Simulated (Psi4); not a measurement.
Reaction (SMILES): CCCl + 2 [H][H] (H2) → 2 C (CH4) + Cl (HCl)
B3LYP-D3(BJ)/def2-TZVP geometries, fixed; electronic energies without zero-point terms.

Effect of the treatment of two-electron integrals at M06-2X/cc-pV(T+d)Z with Psi4, against the last row, where the energy of full hydrogenation is -34.93 kcal/mol.

```csv
setting,largest shift of a total energy (mEh),shift of the energy of full hydrogenation (kcal/mol)
scf_type: df,0.015,-0.013
scf_type: cd,0.109,0.001
scf_type: pk,0.000,0.000
```

Within 0.02 kcal/mol in the energy of full hydrogenation: scf_type: df; scf_type: cd. The largest shift is 0.109 mEh in a total energy and 0.013 kcal/mol in the difference.
